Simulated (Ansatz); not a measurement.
Energy needed to pull apart B$_{2}$SiH$_{6}$ (SMILES B[SiH2]B), closed shell, into free ground-state atoms, from the structure below (displaced at random from a GFN2-xTB minimum); no zero-point or spin–orbit terms; open-shell atoms are treated unrestricted, in their ground-state multiplicity.

B1  (-0.967, 0.435, -1.133)
Si2  (0.594, 0.411, -0.055)
B3  (0.125, -0.938, 1.309)
H4  (-1.053, -0.322, -1.792)
H5  (-1.786, 1.118, -0.780)
H6  (0.925, 1.693, 0.601)
H7  (1.813, 0.389, -0.798)
H8  (0.699, -2.077, 1.099)
H9  (-0.175, -0.915, 2.170)
(Å)

Ansatz 0.2.0; basis: def2-TZVPP; cores frozen in the correlated methods.

```tsv
method	atomization energy (kcal/mol)
PBE-D4	587.1
r2SCAN-D4	?
PBE0-D4	586.9
r2SCANh-D4	592.2
HSE06-D4	587.1
wB97M-V	592.5
HF	451.7
MP2	?
CCSD	566.5
CCSD(T)	571.0
```

**Question.** What does r2SCAN-D4 give? (To be estimated.)

**Answer.** Computed: 593.6 kcal/mol, which is about 22.5 kcal/mol more than CCSD(T)/def2-TZVPP.

**Question.** What does MP2 give? (Judge from chemistry; the value comes from the calculation.)

**Answer.** By the calculation: 569.4 kcal/mol, which is about 1.6 kcal/mol less than CCSD(T)/def2-TZVPP.

In triple zeta the MP2 and coupled-cluster atomization energies are still short of their basis limit by a few kcal/mol a bond, whereas those of the functionals are nearly converged, so these differences are not deviations from converged CCSD(T).

The T1 diagnostic stays at or below 0.016.

For scale, one of the runs: CCSD(T)/def2-TZVPP forces, 188 basis functions (an equivalent command: `ansatz run in.yaml --threads 4`). The run took 76 s on 4 CPU threads (shared host), with 3.8 GiB of host memory at its peak.
